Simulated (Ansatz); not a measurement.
Two isomers of C4H7FO: A = `C/C(=C/F)CO`, B = `CO/C(C)=C\F`.

Isolated molecules relaxed with PBE0-D4/def2-TZVP in Ansatz; ΔE leaves out vibrations. CBS: MP2 limit from def2 TZ/QZ plus the TZ coupled-cluster correction, frozen cores. Double bonds are as drawn, so ΔE can hold a change between cis and trans. Functionals use def2-TZVPP. B3LYP here is the variant with VWN-RPA as its local correlation; programs differ in this. Each species was taken in one conformer, which may not be the lowest.

Question: Which is lower in electronic energy at CCSD(T)/CBS, and by how much? (An estimate is asked.)

Answer: Computed: A, by 9.7 kcal/mol.

Question: Give E(B) − E(A) in kcal/mol with ωB97M-V, HF/def2-TZVPP, B3LYP, PBE0-D4, MP2/def2-TZVPP, B2PLYP, CCSD(T)/def2-TZVPP. (Estimate.)

Answer: Ansatz gave: ωB97M-V 8.8, HF/def2-TZVPP 7.8, B3LYP 7.4, PBE0-D4 8.7, MP2/def2-TZVPP 10.3, B2PLYP 8.3, CCSD(T)/def2-TZVPP 9.4. None reverses the order clearly.

Largest T1 diagnostic: 0.012.

In def2-TZVPP, CCSD(T) changes the Hartree–Fock value by +1.6 kcal/mol (the triples alone add −0.1 kcal/mol) and MP2 by +2.4 kcal/mol.
